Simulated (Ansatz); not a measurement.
Two isomers of C2H6N2: A = `C=C(N)N`, B = `C1NCN1`.

Program: Ansatz. Geometries: PBE0-D4/def2-TZVP. ΔE: electronic, gas phase. CCSD(T)/CBS is the MP2 limit (def2-TZVPP, def2-QZVPP) plus CCSD(T) − MP2 in def2-TZVPP, frozen cores. DFT in def2-TZVPP. B3LYP here is the variant with VWN-RPA as its local correlation; programs differ in this. Each species was taken in one conformer, which may not be the lowest.

A:

Z-matrix (Å, degrees):
```
C
C 1 1.340
H 1 1.081 2 121.0
H 1 1.081 2 121.0 3 180.0
N 2 1.391 1 124.4 3 9.5
N 2 1.391 1 124.4 3 -170.5
H 5 1.011 2 113.1 1 -134.3
H 5 1.007 2 113.4 1 -5.7
H 6 1.008 2 113.5 1 -5.7
H 6 1.010 2 113.1 1 -134.3
```

B:

```xyz
10

C    -0.830   -0.101   -0.589
N     0.574    0.194   -0.901
C     0.814    0.295    0.545
N    -0.630    0.464    0.752
H    -1.074   -1.177   -0.591
H    -1.560    0.431   -1.207
H     1.073   -0.553   -1.363
H     1.424    1.151    0.850
H     1.228   -0.622    0.997
H    -1.019   -0.083    1.507
```

Q: Which isomer does CCSD(T)/CBS put lower? Give the gap. (An estimate is asked.)

A: The calculation gave: A, by 124.7 kJ/mol.

Q: Give E(B) − E(A) in kJ/mol with PBE-D4, BLYP-D4, B3LYP, HF/def2-TZVPP, B2PLYP, MP2/def2-TZVPP, r2SCAN-D4. (An estimate is asked.)

A: Computed: PBE-D4 128.4, BLYP-D4 144.4, B3LYP 138.8, HF/def2-TZVPP 128.0, B2PLYP 133.8, MP2/def2-TZVPP 123.6, r2SCAN-D4 137.7. None reverses the order clearly.

Q: Does the order hold for the free energy at 298.15 K (harmonic terms from PBE0-D4)? (Best estimate.)

A: Ansatz gave: Yes: G(B) − G(A) = +131.5 kJ/mol, for one conformer each.

Largest T1 diagnostic: 0.011.

In def2-TZVPP, CCSD(T) changes the Hartree–Fock value by −8.1 kJ/mol (the triples alone add +1.9 kJ/mol) and MP2 by −4.4 kJ/mol. From BLYP to BHLYP (50 % exact exchange), in def2-TZVPP and without D4, E(B) − E(A) moves by −12.8 kJ/mol.
